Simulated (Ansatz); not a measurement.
**C2H3Si− (SMILES [CH-]=C=[SiH2]): functionals against CCSD(T) at one geometry**

A test off equilibrium: a structure displaced at random from a GFN2-xTB minimum is computed at several levels, and each is set against CCSD(T).

Program: Ansatz 0.2.0, Gaussian basis. Level of theory: single points in def2-TZVPPD. These are calculated values, not measurements.

Correlated methods freeze the cores. B3LYP uses VWN-RPA correlation.

## (1) Where the work starts

SMILES `[CH-]=C=[SiH2]`, 6 atoms, charge -1, spin multiplicity 1.

Atoms are counted from 1 here; the program's logs count them from 0.

Bond lengths: C1–C2 1.291 Å, C1–H4 1.034 Å, C2–Si3 1.733 Å, Si3–H5 1.588 Å, Si3–H6 1.688 Å. Angles: C2–C1–H4 162.4°, C1–C2–Si3 164.1°, C2–Si3–H5 114.1°, C2–Si3–H6 98.1°, H5–Si3–H6 104.6°.

Coordinates:

```xyz
6

C    -0.61650   -1.59850   -0.23050
C    -0.21290   -0.38930   -0.02600
Si   -0.05650    1.33640   -0.01570
H    -0.77550   -2.61510   -0.12910
H     1.13750    1.88510   -0.90740
H     0.48030    1.51750    1.57480
```

## (2) CCSD(T)/def2-TZVPPD

run/in.yaml

```yaml
crystal:
  periodic: [false, false, false]
  atoms:
    - {symbol: C, position_ang: [-0.616500, -1.598500, -0.230500]}
    - {symbol: C, position_ang: [-0.212900, -0.389300, -0.026000]}
    - {symbol: Si, position_ang: [-0.056500, 1.336400, -0.015700]}
    - {symbol: H, position_ang: [-0.775500, -2.615100, -0.129100]}
    - {symbol: H, position_ang: [1.137500, 1.885100, -0.907400]}
    - {symbol: H, position_ang: [0.480300, 1.517500, 1.574800]}
basis:
  gaussian: {orbitals: "def2-TZVPPD.json"}
total_charge: -1
correlation: {method: ccsd_t}
output: {forces: true}
```

The basis file named in the input lies beside it (Basis Set Exchange, JSON).

No record of the launch command was kept for these runs.

## (3) PBE0-D4/def2-TZVPPD

run/in.yaml, as its differences from that of step 2:

```diff
@@ -12,3 +12,3 @@
 total_charge: -1
-correlation: {method: ccsd_t}
-output: {forces: true}
+hamiltonian: {xc: pbe0, dispersion: d4}
+output: {forces: true, orbitals: {seedname: orbitals}}
```

## (4) wB97M-V/def2-TZVPPD

run/in.yaml, as its differences from that of step 3:

```diff
@@ -12,3 +12,3 @@
 total_charge: -1
-hamiltonian: {xc: pbe0, dispersion: d4}
-output: {forces: true, orbitals: {seedname: orbitals}}
+hamiltonian: {xc: {name: wB97M-V}}
+output: {forces: true}
```

## (5) r2SCAN-D4/def2-TZVPPD

run/in.yaml, as its differences from that of step 4:

```diff
@@ -12,3 +12,3 @@
 total_charge: -1
-hamiltonian: {xc: {name: wB97M-V}}
+hamiltonian: {xc: r2scan, dispersion: d4}
 output: {forces: true}
```

## (6) PBE-D4/def2-TZVPPD

run/in.yaml, as its differences from that of step 5:

```diff
@@ -12,3 +12,3 @@
 total_charge: -1
-hamiltonian: {xc: r2scan, dispersion: d4}
+hamiltonian: {xc: pbe, dispersion: d4}
 output: {forces: true}
```

## (7) B3LYP-D4/def2-TZVPPD

run/in.yaml, as its differences from that of step 6:

```diff
@@ -12,3 +12,3 @@
 total_charge: -1
-hamiltonian: {xc: pbe, dispersion: d4}
+hamiltonian: {xc: {name: B3LYP}, dispersion: d4}
 output: {forces: true}
```

## (8) CAM-B3LYP-D4/def2-TZVPPD

run/in.yaml, as its differences from that of step 7:

```diff
@@ -12,3 +12,3 @@
 total_charge: -1
-hamiltonian: {xc: {name: B3LYP}, dispersion: d4}
+hamiltonian: {xc: {name: CAM-B3LYP}, dispersion: d4}
 output: {forces: true}
```

(Steps that only read results are left out.)

**Question.** What will these runs give? Wanted: RMS force component; RMS force error; HOMO and LUMO, PBE0-D4; T1 diagnostic.

The runs gave:

| quantity | value |
| --- | --- |
| RMS force component | 2.184 to 2.796 eV/Å over the methods |
| RMS force error | PBE0-D4 0.307, wB97M-V 0.469, r2SCAN-D4 0.230, PBE-D4 0.287, B3LYP-D4 0.259, CAM-B3LYP-D4 0.509 eV/Å |
| HOMO and LUMO, PBE0-D4 | 0.23 and 3.97 eV |
| T1 diagnostic | 0.018 |

**Reading.** The forces of r2SCAN-D4 come nearest to CCSD(T), those of CAM-B3LYP-D4 are farthest. Frozen-core CCSD(T) forces in triple zeta carry basis errors of their own, and this is one geometry, so small gaps rank nothing. The restricted Hartree–Fock reference is unstable towards an unrestricted one at one or more of these structures.
